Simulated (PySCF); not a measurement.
**`InChI=1S/C4H3FO/c5-4-2-1-3-6-4/h1-3H`**

Cartesian coordinates in Å; atom numbers follow the order of the lines, from 1:
```xyz
9

F     1.877   -0.541   -1.548
C     0.889   -0.260   -0.738
C     0.641    0.807    0.048
C    -0.606    0.492    0.681
C    -0.986   -0.718    0.218
O    -0.059   -1.192   -0.667
H     1.255    1.684    0.163
H    -1.146    1.103    1.387
H    -1.830   -1.359    0.398
```

The calculation used PySCF, TDDFT CAM-B3LYP/def2-TZVPD excited states, vertical, gas phase. Geometry: PBE0-D3(BJ)/def2-TZVP.

How strongly do the lowest singlets absorb one photon, and two photons of half the energy?

δ for parallel linear polarisation; σ at the peak of a Lorentzian of half width 0.1 eV, single beam; Ω is circular over linear.
```tsv
state	E (eV)	f	photon λ (nm)	δ (au)	σ (GM)	Ω	main
S1	6.06	0.000	409	52.7	0.71	1.50	HOMO→LUMO 0.92
S2	6.27	0.144	396	36.7	0.53	0.53	HOMO→LUMO+1 0.97
S3	6.55	0.025	378	21.3	0.34	1.50	HOMO→LUMO+2 0.90
S4	6.95	0.007	357	13.6	0.24	1.50	HOMO→LUMO+3 0.96
S5	7.16	0.012	346	55.8	1.05	1.10	HOMO→LUMO+5 0.40, HOMO−1→LUMO+1 0.30
S6	7.45	0.005	333	29.5	0.60	1.50	HOMO→LUMO+4 0.78, HOMO→LUMO+7 0.10
```

Among these, the strongest one-photon state is S2, the strongest two-photon state S5, with a dipole change of 1.2 D (relaxed, norm of the difference vector).
